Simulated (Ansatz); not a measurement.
# SiBH₃F radical (SMILES [BH][SiH2]F): one structure at several levels

Computed with Ansatz 0.2.0, Gaussian basis. Level: single points in def2-TZVPP.

Correlated methods freeze the cores. Orbitals are unrestricted.

## Step 1: The starting structure

SMILES `[BH][SiH2]F`, 6 atoms, charge 0, spin multiplicity 2.

Atoms are counted from 1 here; the program's logs count them from 0.

Bond lengths: B1–Si2 2.024 Å, B1–H4 1.166 Å, Si2–F3 1.610 Å, Si2–H5 1.512 Å, Si2–H6 1.514 Å. Angles: Si2–B1–H4 141.5°, B1–Si2–F3 114.0°, B1–Si2–H5 103.8°, B1–Si2–H6 106.2°, F3–Si2–H5 110.1°, F3–Si2–H6 107.8°, H5–Si2–H6 115.0°.

Coordinates:

```
B    -1.2832    0.2266   -0.7327
Si    0.4832    0.0962    0.2472
F     0.9001   -1.4056    0.6492
H    -2.2324   -0.3997   -0.9893
H     1.4829    0.6677   -0.7327
H     0.3165    0.8876    1.5276
```

## Step 2: PBE-D4/def2-TZVPP

Input file run/in.yaml:

```yaml
crystal:
  periodic: [false, false, false]
  atoms:
    - {symbol: B, position_ang: [-1.283242, 0.226647, -0.732696]}
    - {symbol: Si, position_ang: [0.483195, 0.096178, 0.247239]}
    - {symbol: F, position_ang: [0.900057, -1.405570, 0.649211]}
    - {symbol: H, position_ang: [-2.232367, -0.399677, -0.989325]}
    - {symbol: H, position_ang: [1.482926, 0.667673, -0.732654]}
    - {symbol: H, position_ang: [0.316519, 0.887646, 1.527639]}
basis:
  gaussian: {orbitals: def2-TZVPP}
magnetization: {spin_polarized: true, initial_magnetization: 1}
hamiltonian: {xc: pbe, dispersion: d4}
output: {forces: true}
```

On the command line:

```bash
$ ansatz run in.yaml --threads 2 --pin off --events-out ev --progress --plain --max-ram 3481MiB
```

What time and memory should one allow on 2 threads of Intel Xeon Platinum 8259CL at 2.50GHz, shared host?

About 3.4 s, with a peak of 0.25 GiB.
